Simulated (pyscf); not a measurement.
PySCF, gas phase, ωB97X-D3(BJ)/def2-SVP geometries.

### Question
Estimate by transition-state theory the rate constant of F–SiH•–F + NH₃ → HF + H₂N–SiH•–F (doublet surface; F–Si, H–N broken, F–H, N–Si formed) at 298 K, with ωB97M-D3(BJ)/def2-TZVP energies (ideal gas, 1 atm, RRHO with modes under 100 cm⁻¹ raised to 100, one conformer, R ln 2 for chiral ones without a mode under 150 cm⁻¹; no tunnelling).

### Answer
The electronic barrier is 20.7 kcal/mol and the thermal terms add +9.4, so ΔG‡ = 30.1 kcal/mol. With k_BT/h = 6.21e+12 s⁻¹ and RT = 0.592 kcal/mol, and a volume of 4.06e-20 cm³ per molecule at 1 atm, k = 2.2e-29 cm³ molecule⁻¹ s⁻¹. Wigner's tunnelling factor for 714i cm⁻¹ would be 1.49, likely too low at so high a frequency. A shift of 1 kcal/mol in the barrier changes k by a factor 5.4. On the reactant side the descent ends in an adduct with a N–Si contact, 5.1 kcal/mol under the separated species and 25.3 kcal/mol under the saddle at ωB97X-D3(BJ)/def2-TZVP. On the product side the descent ends in a complex, 7.8 kcal/mol under the separated species and 9.7 kcal/mol under the saddle at ωB97X-D3(BJ)/def2-TZVP. What is counted as formed (N–Si) is already present as a longer contact in the reactant adduct; forming that adduct is a step of its own. The same reactants have a lower exit, to H₂N–SiH(F)–F + H• (barrier +14.4 kcal/mol at ωB97M-D3(BJ), against +20.7 kcal/mol here). One saddle was located; it need not be the lowest between these sides.
